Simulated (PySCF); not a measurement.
**Property card for `ClC1CCCC1`**

Compound: C5H9Cl.
SMILES with atom numbers: `[Cl:1][CH:2]1[CH2:3][CH2:4][CH2:5][CH2:6]1` (hydrogens: H7 on C2; H8, H9 on C3; H10, H11 on C4; H12, H13 on C5; H14, H15 on C6)

GFN2-xTB geometry:

| Item | Value |
| --- | --- |
| Point group of the GFN2-xTB geometry | C1 |
| Rotational constants A, B, C of the GFN2-xTB geometry | 4.832, 2.243, 1.994 GHz |

**B3LYP/def2-SVPD ground state and vertical TDDFT (core frozen in the response) (PySCF)**

| Property | Result |
| --- | --- |
| Dipole moment | 2.21 D |
| HOMO energy | -7.93 eV |
| LUMO energy | 0.30 eV |
| HOMO–LUMO gap | 8.23 eV |
| Lowest singlet excitation | 7.13 eV (174 nm, f = 0.001) |
| Strongest line among the 8 lowest singlet transitions | S7 at 8.37 eV (148 nm, f = 0.030) |
| Lowest triplet excitation (Tamm–Dancoff) | 6.52 eV |
| Static isotropic polarisability | 70.8 au |
| Electronic spatial extent ⟨r²⟩ about the centre of nuclear charge | 704 bohr² |

Monoisotopic mass from the formula: 104.0393 u.

A dipole of 2.21 D is allowed in C1, and pure rotational transitions are dipole-allowed. No computed singlet falls in the visible range (750 to 380 nm, 1.65 to 3.26 eV); S1 lies 3.87 eV above its blue end. The rotational constants make it an asymmetric top with κ = (2B − A − C)/(A − C) = -0.82, nearer the prolate limit (−1). The principal polarisabilities are 65.7, 68.8 and 77.9 au; their mean is the isotropic value. S1 lies 1.10 eV below the HOMO–LUMO gap; its leading configuration is HOMO→LUMO+1, weight 0.90. The polarisability is 10.49 Å³ as a volume (1 au = 0.148185 Å³), or 1.26 au for each of the 56 electrons. The largest Löwdin shares of the HOMO are 0.69 on Cl1, 0.09 on C2 and 0.08 on C3.

One conformer (not necessarily the lowest) at the GFN2-xTB geometry, without solvent, vibrations or thermal averaging.

For the TDDFT job (B3LYP/def2-SVPD), the run took 45 s of wall time on one thread of an Arm Neoverse N1, on a shared host.
